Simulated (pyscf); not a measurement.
Elementary routes open to H₃C–SiH₃ (SMILES C[SiH3]) + SiH₃• (SMILES [SiH3]) in the gas phase (doublet surface):
A. H₃Si–CH₂–SiH₃ (SMILES [SiH3]C[SiH3]) + H• (SMILES [H]) (C–H broken; C–Si formed)
B. H₃C–SiH₂• (SMILES C[SiH2]) + SiH₄ (SMILES [SiH4]) (H–Si broken; H–Si formed)

Optimised with ωB97X-D3(BJ)/def2-SVP in PySCF.

Problem. Rank the routes by free-energy barrier at 298 K, lowest first, for ωB97M-D3(BJ)/def2-TZVP energies (ideal gas, 1 atm, RRHO with modes under 100 cm⁻¹ raised to 100, one conformer, R ln 2 for chiral ones without a mode under 150 cm⁻¹).

Solution. B (15.3 kcal/mol), A (48.4 kcal/mol)

Route B is the fastest of these, ahead of the next by 33.0 kcal/mol. The most stable products are those of B (ΔG = +0.9 kcal/mol), so kinetics and thermodynamics agree. At 1200 K B is still the fastest. Only these routes are compared; each barrier is that of the saddle found, and lower ones may exist.
